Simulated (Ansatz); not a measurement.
C2H4F2N2 (`C=NC(N)(F)F`) at its PBE0-D4/def2-TZVP geometry, where that method's forces vanish. Charge 0, multiplicity 1.

```xyz
10

C     1.1111   -0.9606   -1.0107
N     0.0572   -0.8852   -0.3283
C    -0.4275    0.4044    0.0427
N    -0.5683    0.4682    1.4304
F     0.3509    1.4478   -0.3609
F    -1.6028    0.5883   -0.6441
H     1.6879   -0.0904   -1.3312
H     1.4698   -1.9478   -1.2964
H    -1.0525   -0.3464    1.7782
H    -1.0257    1.3217    1.7203
```

(1) What forces (eV/Å) does PBE-D4/def2-TZVPP give on these atoms in Ansatz 0.2.0? (Best estimate.)

Results:

(1) Computed: 
```
C1   0.488 -0.107 -0.331
N2  -0.535 -0.376  0.376
C3   0.102 -0.302  0.334
N4   0.283 -0.039  0.281
F5   0.533  0.739 -0.245
F6  -0.812  0.085 -0.511
H7   0.159  0.199 -0.087
H8   0.093 -0.216 -0.080
H9  -0.166 -0.266  0.143
H10 -0.146  0.282  0.120
```
